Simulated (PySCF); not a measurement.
# Worked example for ethynol anion: proton affinity at atom C1

Structure: `C#C[O-]` ([C2HO]-). Non-hydrogen atoms are numbered in `[CH:1]#[C:2][O-:3]`.

Energies: M06-2X/ma-def2-TZVP (PySCF, density fitting, integration grid level 3) on PBE0-D3(BJ)/ma-def2-SVP structures. Thermal corrections: PBE0-D3(BJ)/ma-def2-SVP frequencies, unscaled, ideal gas at 298.15 K and 1 bar, quasi-RRHO entropy.

Step: `C=C=O` → `C#C[O-]` + H⁺.

```csv
species,charge,multiplicity,E / Eh
C=C=O,0,1,-152.599442
C#C[O-],-1,1,-152.008420
```

Thermal terms, products less reactant: Δ(H − E) = -26.93 kJ/mol, Δ(G − E) = -58.80 kJ/mol (the bare proton has no electronic energy, H = 5/2 RT). 1 Eh = 2625.50 kJ/mol.

Question: What are ΔE, ΔH and ΔG of this step?

Answer: ΔE = 0.591022 Eh = 1551.73 kJ/mol; ΔH = 1524.8 kJ/mol; ΔG = 1492.9 kJ/mol, all in the gas phase at 298.15 K and 1 bar. The digits show the arithmetic; the method itself can be off by 10 kJ/mol or more. The Active Thermochemical Tables (1.112) give ΔH = 1531.2 kJ/mol.
